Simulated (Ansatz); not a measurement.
Run this with Ansatz's Python interface and show what comes out.

The script reads `alclh2.xyz`:
```text
4

Al   -0.06890   -0.03120   -0.09820
Cl    1.34960   -0.13460    1.53350
H    -1.40480   -0.97240   -0.16240
H     0.17970    1.07790   -1.29320
```

Script `relaxed_scan_alclh2.py`:
```python
import logging
import sys

import ansatz as az
import numpy as np

logging.basicConfig(stream=sys.stdout, format="[%(levelname)s] %(message)s")
log = logging.getLogger("alclh2")
log.setLevel(logging.INFO)

molecule = az.Crystal.molecule_from_extxyz("alclh2.xyz")

job = (
    molecule.calculation()
    .basis(gaussian="def2-SVP")
    .functional("pbe0")
)
symbols = [site.symbol for site in molecule.cartesian_sites]
pairs = [(0, 1), (0, 2), (0, 3)]
print("held (A)   E (eV)        ", "  ".join(f"{symbols[i]}{i}-{symbols[j]}{j}" for i, j in pairs))
for length in [1.52, 1.65, 1.78, 1.98, 2.23]:
    data = job.relax(constraints=[az.DistanceConstraint((0, 3), at=length)], force_tolerance=0.02, max_steps=60).run(threads=1).report
    xyz = np.array(data["positions_ang"])
    print(f"{length:6.2f} {data['free_energy_ev']:14.5f}  ", "  ".join(f"{np.linalg.norm(xyz[i] - xyz[j]):.3f}" for i, j in pairs))
```

Output of `python relaxed_scan_alclh2.py`:
```text
held (A)   E (eV)         Al0-Cl1  Al0-H2  Al0-H3
DeckWarning: relax.constraints: the input's atoms, or those drawn, lie off the distances that are held; a relaxation that starts there is brought onto them ahead of its first SCF, by positions alone, an atom by 6.46e-2 Å at the most. With the symmetry detection on, the symmetry is detected on the input's atoms as so [...]
  1.52   -19140.11190   2.108  1.580  1.520
  1.65   -19140.10682   2.106  1.578  1.650
  1.78   -19139.92018   2.104  1.578  1.780
  1.98   -19139.44804   2.100  1.577  1.980
  2.23   -19138.74060   2.095  1.576  2.230
```
(Warnings from the package without file and line, shortened, repeats left out.)

Total energies depend on the basis set; only differences at equal settings carry meaning. The energies are electronic: no zero-point or thermal terms, and the basis set is short of its limit. Timing: 23 s on 1 thread of Arm Neoverse V1, with other jobs on the host, peak memory 0.18 GiB.
